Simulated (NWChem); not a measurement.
System: C$_{4}$H$_{5}$N cation, doublet; SMILES of the neutral closed-shell parent c1cc[nH]c1

```xyz
10

C      0.6778    -1.0264     0.0000
C     -0.6969    -1.0137     0.0000
C     -1.1073     0.3607     0.0000
N      0.0103     1.1418     0.0000
C      1.1135     0.3398     0.0000
H      1.3374    -1.8836     0.0000
H     -1.3723    -1.8585     0.0000
H     -2.1020     0.7897     0.0000
H      0.0198     2.1568     0.0000
H      2.1158     0.7506     0.0000
```
Atoms are numbered in this order, from 1.

Level: B3LYP/6-31G* (spherical d), spin-unrestricted (NWChem), optimised geometry, unscaled harmonic frequencies. In the optimisation the excess spin sits in a" (Cs, its own frame). The spin multiplicity was typed, not searched, and may not be the lowest.

```json
[
 {"frequency (cm⁻¹)": "486", "IR intensity (km/mol)": "48.3"},
 {"frequency (cm⁻¹)": "508", "IR intensity (km/mol)": "0.0"},
 {"frequency (cm⁻¹)": "669", "IR intensity (km/mol)": "80.2"},
 {"frequency (cm⁻¹)": "739", "IR intensity (km/mol)": "41.7"},
 {"frequency (cm⁻¹)": "744", "IR intensity (km/mol)": "77.4"},
 {"frequency (cm⁻¹)": "849", "IR intensity (km/mol)": "0.0"},
 {"frequency (cm⁻¹)": "892", "IR intensity (km/mol)": "1.3"},
 {"frequency (cm⁻¹)": "896", "IR intensity (km/mol)": "8.5"},
 {"frequency (cm⁻¹)": "966", "IR intensity (km/mol)": "0.0"},
 {"frequency (cm⁻¹)": "1005", "IR intensity (km/mol)": "4.0"},
 {"frequency (cm⁻¹)": "1038", "IR intensity (km/mol)": "21.2"},
 {"frequency (cm⁻¹)": "1084", "IR intensity (km/mol)": "39.1"},
 {"frequency (cm⁻¹)": "1107", "IR intensity (km/mol)": "1.5"},
 {"frequency (cm⁻¹)": "1181", "IR intensity (km/mol)": "3.0"},
 {"frequency (cm⁻¹)": "1293", "IR intensity (km/mol)": "10.8"},
 {"frequency (cm⁻¹)": "1343", "IR intensity (km/mol)": "10.4"},
 {"frequency (cm⁻¹)": "1476", "IR intensity (km/mol)": "36.0"},
 {"frequency (cm⁻¹)": "1506", "IR intensity (km/mol)": "118.9"},
 {"frequency (cm⁻¹)": "1563", "IR intensity (km/mol)": "3.8"},
 {"frequency (cm⁻¹)": "3279", "IR intensity (km/mol)": "7.4"},
 {"frequency (cm⁻¹)": "3284", "IR intensity (km/mol)": "10.4"},
 {"frequency (cm⁻¹)": "3289", "IR intensity (km/mol)": "30.8"},
 {"frequency (cm⁻¹)": "3300", "IR intensity (km/mol)": "14.2"},
 {"frequency (cm⁻¹)": "3606", "IR intensity (km/mol)": "207.9"}
]
```

```yaml
zero_point_energy: 51.6 kcal/mol
thermal correction to the enthalpy at 298.15 K (with zero-point energy): 54.7 kcal/mol
heat capacity Cv: 14.9 cal/(mol K)
"entropy at 298.15 K and 1 atm (symmetry number 2, electronic part: spin degeneracy alone)": 66.0 cal/(mol K)
```

Rigid rotor and harmonic oscillator.
